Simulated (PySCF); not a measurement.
Computed with r2SCAN-D4/def2-TZVP // r2SCAN-D4/def2-SVP in PySCF. All species are isolated molecules in the gas phase. 

Reference species (SMILES): `[SH]` (neutral, multiplicity 2).

```yaml
highest_occupied_spin_orbital: -6.40 eV
dipole_moment: 0.91 D
```

Changed species: `[N](C)C` (free radical N(CH3)2; the reference has free radical SH).

**Question.** Predict the effect on the highest occupied spin orbital and dipole moment.

**Answer.** the highest occupied spin orbital goes up by 0.42 eV, to -5.98 eV; the dipole moment rises by 0.80 D, to 1.71 D.
